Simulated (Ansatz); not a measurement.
Elastic constant C44 (GPa) of solids drawn from the class of silicides and borides, at two levels: PBE (Ansatz, a first-principles code, plane waves, PAW), and LDA (Ansatz, plane waves, PAW).

```tsv
solid	PBE	LDA
AlB2-type TiB2	258	289
AlB2-type MgB2	71.0	79.6
AlB2-type ZrB2	251	276
AlB2-type HfB2	259	288
antifluorite Mg2Si	44.9	49.1
C11b MoSi2	194	?
```

Estimate the withheld LDA value from the other rows.

One way: carry over the typical ratio. The ratios LDA / PBE of the other rows, in order: 1.094, 1.100, 1.112, 1.120, 1.121; median 1.112. C11b MoSi2: 194 × 1.112 = 216 GPa; the run gives 210 GPa. The ratios spread from 1.094 to 1.121, so such an estimate is rough. C11b MoSi2 lies outside that spread.

Over all 6 rows LDA is the larger in 6.

Ansatz's runs of these crystals have no spin polarisation.

Spin–orbit coupling is left out, also for the solids with elements from indium on (AlB2-type HfB2); its size isn't shown.

Each level is taken at its own relaxed cell. Ansatz's density-functional and Hartree–Fock values are scalar-relativistic unless marked +SOC, with PAW data made under PBE.
